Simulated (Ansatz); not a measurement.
Energy needed to pull apart SiNH$_{3}$ (SMILES N[SiH]), closed shell, into free ground-state atoms, from the structure below (displaced at random from its PBE0-D4/def2-TZVP minimum); no zero-point or spin–orbit terms; open-shell atoms are treated unrestricted, in their ground-state multiplicity.

```
atom    x (Å)    y (Å)    z (Å)
  N1  -0.2384  -0.4250   0.2153
 Si2  -0.0414   1.1193   0.4584
  H3   0.1276  -0.9968  -0.5796
  H4  -1.0353  -0.9377   0.5333
  H5   1.1828   1.1098  -0.6400
```

Ansatz 0.2.0; basis: def2-TZVPP; cores frozen in the correlated methods.

| method | atomization energy (eV) |
| --- | --- |
| PBE-D4 | ? |
| r2SCAN-D4 | 15.19 |
| PBE0-D4 | 15.21 |
| wB97M-V | 15.56 |
| HF | 10.11 |
| MP2 | 14.80 |
| CCSD | ? |
| CCSD(T) | 14.82 |

Problem. What does CCSD give? (To be estimated.)

Solution. Computed: 14.59 eV, which is about 0.23 eV less than CCSD(T)/def2-TZVPP.

Problem. What does PBE-D4 give? (An estimate is asked for; the value comes from the calculation.)

Solution. By the calculation: 15.57 eV, which is about 0.75 eV more than CCSD(T)/def2-TZVPP.

In triple zeta the MP2 and coupled-cluster atomization energies are still short of their basis limit by a few kcal/mol a bond, whereas those of the functionals are nearly converged, so these differences are not deviations from converged CCSD(T).

The T1 diagnostic stays at or below 0.014.

For scale, one of the runs: CCSD(T)/def2-TZVPP forces, 115 basis functions (an equivalent command: `ansatz run in.yaml --threads 2`). Hardware: 2 CPU threads, shared host. Wall time 9.5 s; peak host memory 0.7 GiB.
